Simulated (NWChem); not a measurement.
Basis-set dependence for disulfur (S2)

```
S
S 1 1.9039
```
Charge 0, spin multiplicity 3.

Program: NWChem. All single points use one geometry, from UPBE0/def2-SVP, a minimum by its harmonic frequencies.

Hartree-Fock energies in Ha, correlation energies in mHa.

The correlated methods keep 10 core orbitals frozen. The unpaired electrons of the parent sit in orbitals of symmetry b2g and b3g (D2h labels of the run); other states weren't searched. No SCF solution was tested for a lower state. Open-shell Hartree-Fock references start from PBE0 orbitals. Coupled-cluster values serve here as a point of comparison, not as the truth.

```tsv
basis	functions	UHF	UMP2	SCS-UMP2	CCSD on ROHF	CCSD[T] on ROHF	CCSD(T) on ROHF	CCSD on UHF	CCSD[T] on UHF	CCSD(T) on UHF	CCSDT on ROHF	URI-MP2
STO-3G	18	-786.31956	-60.8	-48.1	-70.7	-71.4	-71.3	-69.7	-70.3	-70.2	-71.4	not run
cc-pVDZ	36	-795.06054	-238.4	-226.4	-270.7	-281.5	-281.5	-260.4	-270.5	-270.1	-281.7	-238.7
cc-pVTZ	68	-795.09616	-312.9	-303.1	-353.6	-374.5	-374.5	-339.8	-359.4	-359.0	not run	-313.0
cc-pVQZ	118	-795.10505	-340.1	-333.0	not run	not run	not run	not run	not run	not run	not run	-340.2
```

From cc-pVTZ to cc-pVQZ the Hartree-Fock energy moves by -8.9 mHa and the UMP2 correlation energy by -27.3 mHa, which is 8 % of its value in the larger set.
